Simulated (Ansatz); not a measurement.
Isolated molecules relaxed with PBE0-D4/def2-TZVP in Ansatz; ΔE leaves out vibrations. CCSD(T)/CBS is the MP2 limit (def2-TZVPP, def2-QZVPP) plus CCSD(T) − MP2 in def2-TZVPP, frozen cores. This one scheme is used for every species, atoms too. DFT in def2-TZVPP. B3LYP here is the variant with VWN-RPA as its local correlation; programs differ in this. HSE06 is defined as in plane-wave codes. No spin–orbit coupling; open shells (•) take unrestricted orbitals. Spin–orbit coupling would lower the free atoms: a little for Al, F. Each species was taken in one conformer, which may not be the lowest.

Consider the atomization: `[NH2][Al][F]`• → Al• + F• + 2 H• + N•.

```
          level  ΔE (kJ/mol)
        PBE0-D4       1670.1
       HSE06-D4       1671.0
   CAM-B3LYP-D4       1702.7
          B3LYP       1678.3
    HF/def2-SVP       1158.1
  CCSD/def2-SVP       1526.7
CCSD/def2-TZVPP       1604.5
   HF/CBS(def2)       1190.1
```

Task: What does CCSD(T)/CBS give? (Estimate.)

Result: Computed: +1695.3 kJ/mol. The listed levels differ from it by -25.2, -24.3, 7.4, -17.0, -537.2, -168.6, -90.8, -505.2 kJ/mol.

Task: What do rigid-rotor, harmonic-oscillator terms from PBE0-D4/def2-TZVP frequencies (298.15 K, 1 bar) make of the CCSD(T)/CBS value? (An estimate is asked.)

Result: Ansatz gave: ΔZPE = -71.8 kJ/mol, ΔH = +1640.4 kJ/mol, ΔS = 424 J/(mol·K), ΔG = +1514.1 kJ/mol. Open shells count their whole term as degenerate.

Largest T1 diagnostic among the species: 0.018.

Leaving LDA and LC-ωPBE aside and taking each functional with its dispersion term where it has one, the values, not all of them listed here, spread over 103.1 kJ/mol, from BHLYP-D4 to PBE-D4. LDA lies +220.8 kJ/mol from PBE without D4, its usual overbinding. From BLYP to BHLYP (50 % exact exchange), in def2-TZVPP and without D4, ΔE moves by −78.9 kJ/mol: exact exchange takes away binding that semilocal exchange gives to molecules.

For atomizations the MP2-based limit and the directly extrapolated one differ by several kJ/mol either way, and by 10 to 25 for some Ge, Se and Sn compounds, so smaller differences from it don't rank the levels.
